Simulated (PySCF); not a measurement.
**Löwdin shares of the frontier orbitals**

Species: HC≡CCF(CH3)2, C5H7F.
Geometry (GFN2-xTB, Å), atoms numbered from 1 in this order:
```xyz
13
C5H7F angstrom
C      1.9770   -1.4761    0.4427
C      1.0599   -0.8024    0.0733
C     -0.0496    0.0107   -0.4088
C     -1.3793   -0.5416    0.1006
C      0.1571    1.4763   -0.0321
F     -0.0690   -0.0664   -1.8071
H      2.7773   -2.0634    0.7827
H     -1.3981   -0.5164    1.1868
H     -1.5052   -1.5691   -0.2336
H     -2.1984    0.0576   -0.2905
H      1.0905    1.8385   -0.4575
H     -0.6631    2.0743   -0.4231
H      0.1966    1.5784    1.0489
```

Method used: PySCF, TDDFT B3LYP/def2-SVPD, vertical, gas phase, core orbitals frozen in the response.

Frontier orbitals with the atoms that hold most of them (Löwdin shares over 4%, at most four atoms; ? is withheld):

```tsv
orbital	ε (eV)	atoms
HOMO-3	-9.91	F6 42%, C3 15%, C4 10%, C5 10%
HOMO-2	-9.63	F6 36%, C5 15%, C4 15%, C3 14%
HOMO-1	-8.16	?
HOMO	-7.90	C1 41%, C2 37%, C3 6%, C4 4%
LUMO	0.15	?
LUMO+1	0.40	C4 16%, C5 16%, C1 15%, C2 10%
LUMO+2	0.69	C1 33%, C2 28%, H7 10%, C5 5%
```

Problem. Give the leading atoms of the HOMO-1.

Solution. C2 (bonded to 2 C) 42%; C1 (bonded to C and H) 42%; F6 (bonded to C) 5%; H7 (bonded to C) 4%. By element: carbon 84% or more, fluorine 5%, hydrogen 4% or more.

Problem. Which atoms hold the LUMO, and with what shares?

Solution. C1 (bonded to C and H) 31%; C2 (bonded to 2 C) 28%; F6 (bonded to C) 10%; C3 (bonded to 3 C and F) 10%. By element: carbon 69% or more, fluorine 10%.

Problem. How does S1 compare with the orbital gap of 8.05 eV?

Solution. S1 is at 6.36 eV (f = 0.0005), 1.69 eV below the gap, made of HOMO→LUMO (95%). 

Problem. One configuration dominates each of S1, S4, S5 and S8. Which, and how do the shares of the two leading atoms of either orbital change from the occupied to the empty one?

Solution. 
- S1 (6.36 eV, f 0.0005), HOMO→LUMO (95%): C1 41% → 31%, C2 37% → 28%
- S4 (7.43 eV, f 0.058), HOMO→LUMO+1 (94%): C1 41% → 15%, C2 37% → 10%, C4 4% → 16%, C5 at most 5% → 16%
- S5 (7.68 eV, f 0.035), HOMO-1→LUMO+1 (92%): C2 42% → 10%, C1 42% → 15%, C4 at most 5% → 16%, C5 at most 5% → 16%
- S8 (8.56 eV, f 0.0003), HOMO-2→LUMO (96%): F6 36% → 10%, C5 15% → at most 11%, C1 at most 14% → 31%, C2 at most 14% → 28%

Time: 32 s of wall time. Hardware: Arm Neoverse N1, one thread, shared host.
